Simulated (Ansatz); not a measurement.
# BHO (singlet): from Hartree-Fock to the top rungs at distance O2–H3 = 0.773 Å, 6-31G

Aim: climb from Hartree-Fock through coupled cluster and multireference methods for BHO (singlet) at one geometry and basis, and see what each rung misses.

Method: 6-31G, core rule «outside noble gas», up to 2 orbitals frozen; program: Ansatz 0.2.0, Gaussian basis.

To be run: UHF; CCSD(T) on RHF; BCCD(T) on RHF; CISD; CCSDT(Q) on RHF; CISDTQ; CCSDTQ on RHF; CASSCF and MRCISD+Q, 2 electrons in 2 orbitals; CASSCF and NEVPT2, 2 electrons in 2 orbitals; CASSCF and MRCISD+Q, 10 electrons in 9 orbitals; CASSCF and NEVPT2, 10 electrons in 9 orbitals; Full CI.

26 further runs of the same task are left out: 2 for a mislabelled method, 20 that didn't finish, 4 set aside as unsound or not needed.

**1. The geometry**

The geometry derives from a PBE0/def2-TZVP stationary point (not a proven minimum). One bond is set to the value named and the two fragments are kept rigid.

3 atoms, charge 0, spin multiplicity 1.

Atoms are counted from 1 here; the program's logs count them from 0.

Bond lengths: B1–O2 1.272 Å, O2–H3 0.773 Å. Angles: B1–O2–H3 180.0°.

**2. UHF**

in.yaml reads:

```yaml
crystal:
  periodic: [false, false, false]
  atoms:
    - {symbol: B, position_ang: [0.000000, 0.000000, 1.105714]}
    - {symbol: O, position_ang: [0.000000, 0.000000, -0.166357]}
    - {symbol: H, position_ang: [0.000000, 0.000000, -0.939357]}
basis:
  gaussian: {orbitals: 6-31G}
magnetization: {spin_polarized: true, initial_magnetization: 0}
hamiltonian: {xc: hf}
output: {orbitals: {seedname: orbitals}}
```

Launch:

```sh
> ansatz run in.yaml --threads 1 --pin off --events-out ev --progress --plain --max-ram 2393MiB
```

Further steps of the session: CCSD(T) on RHF; BCCD(T) on RHF; CISD; CCSDT(Q) on RHF; CISDTQ; CCSDTQ on RHF; CASSCF and MRCISD+Q, 2 electrons in 2 orbitals; CASSCF and NEVPT2, 2 electrons in 2 orbitals; CASSCF and MRCISD+Q, 10 electrons in 9 orbitals; CASSCF and NEVPT2, 10 electrons in 9 orbitals; Full CI.

Q: Predict the results of all the runs planned. Wanted: FCI below the RHF energy; RMP2 from FCI; RCCSD from FCI; RCCSD(T) from FCI; RCCSDT(Q) from FCI; NEVPT2 pair from FCI; MRCISD+Q pair from FCI; NEVPT2 valence from FCI; T1 diagnostic.

**Answer**, as computed:

| quantity | value |
| --- | --- |
| FCI below the RHF energy | -4.7245 eV |
| RMP2 from FCI | +52.6 kJ/mol |
| RCCSD from FCI | +12.4 kJ/mol |
| RCCSD(T) from FCI | +2.1 kJ/mol |
| RCCSDT(Q) from FCI | -0.1 kJ/mol |
| NEVPT2 pair from FCI | +48.9 kJ/mol |
| MRCISD+Q pair from FCI | +7.7 kJ/mol |
| NEVPT2 valence from FCI | +69.3 kJ/mol |
| levels within 1 kcal/mol (43 meV) | RCCSD(T), BCCD(T), RCCSDT, CISDTQ, RCCSDT(Q), RCCSDTQ |
| T1 diagnostic | 0.017 |
| effectively unpaired electrons | 0.07 |

What this shows: RCCSD(T) lands +2.1 kJ/mol from the yardstick (0.5 % of the correlation energy). One determinant dominates. Of the multireference levels listed MRCISD+Q pair comes nearest in total energy (+7.7 kJ/mol), which doesn't show that its space is the better one. These misses are within one basis, not against nature.
